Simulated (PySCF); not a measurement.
water cation (H₂O), SMILES O (connectivity only; charge and spin as stated), charge +1, multiplicity 2.

The structure is a stationary point at PBE0-D3(BJ)/def2-TZVPD. The spin state was assumed, not searched.

These are PySCF with PBE0/def2-TZVPD values and carry that method's errors.

Isolated molecule, no solvent.

* **total energy**: -75.92201 hartree
* **point group**: C2v
* **α spin, highest occupied and lowest empty level**: -23.61 and -7.78 eV
* **β spin, highest occupied and lowest empty level**: -22.78 and -15.79 eV
* **dipole moment about the centre of nuclear charge**: 2.11 D
* **mean static polarisability**: 5.3 bohr³ (0.78 Å³)
* **polarisability, principal values**: 4.2, 5.2, 6.4 bohr³
* **⟨S²⟩**: 0.753 (pure state 0.75)
